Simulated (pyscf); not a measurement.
Thermochemistry of product channels of H₂N–B(Cl)–Cl (SMILES NB(Cl)Cl) + SiH₄ (SMILES [SiH4]) on the singlet surface, in eV, from ωB97M-D3(BJ)/def2-TZVP energies (ideal gas, 1 atm, RRHO with modes under 100 cm⁻¹ raised to 100, one conformer, R ln 2 for chiral ones without a mode under 150 cm⁻¹). Structures and frequencies: ωB97X-D3(BJ)/def2-SVP in PySCF.

```
products                                                          ΔE  ΔH(298 K)  ΔG(298 K)  ΔG(600 K)
-------------------------------------------------------------  -----  ---------  ---------  ---------
H₃Si–NH–B(Cl)–Cl (SMILES [SiH3]NB(Cl)Cl) + H₂ (SMILES [H][H])  -0.20      -0.32      -0.26      -0.23
H₂N–SiH₃ (SMILES N[SiH3]) + Cl–BH–Cl (SMILES ClBCl)            +0.89      +0.89      +0.79      +0.69
```

These are energies of the channels, which say nothing of barriers.
